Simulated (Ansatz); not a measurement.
**Active spaces for MgH, doublet**

Computed with Ansatz's Gaussian-basis code (development build). Basis def2-SVP, nonrelativistic, 1 orbital frozen in the corrections. State-specific CASSCF; RHF is the lowest restricted (open-shell) Hartree–Fock solution met. Letters tell apart solutions met in one space. The basis is small, far from the limit. No symmetry is imposed, so a solution can break that of the shape. Lower solutions, or ones in other orbitals, may exist.

Geometry: bond length 1.8684 Å.

CASSCF less RHF, in eV, and natural occupations:

```json
{"CAS": "(3,5) a", "CASSCF": "-0.696", "occupations": "1.96, 1.00, 0.03, 0.01, 0.00"}
{"CAS": "(3,5) b", "CASSCF": "-0.619", "occupations": "1.95, 1.00, 0.04, 0.01, 0.01"}
```

What totals less RHF do the corrections give on each solution?



| CAS | SC-NEVPT2 |
| --- | --- |
| (3,5) a | -1.003 |
| (3,5) b | -1.041 |

In CAS(3,5), is the solution lowest in CASSCF also lowest after SC-NEVPT2?

No: (3,5) b is lowest after SC-NEVPT2, 0.04 eV under (3,5) a, which leads in CASSCF.
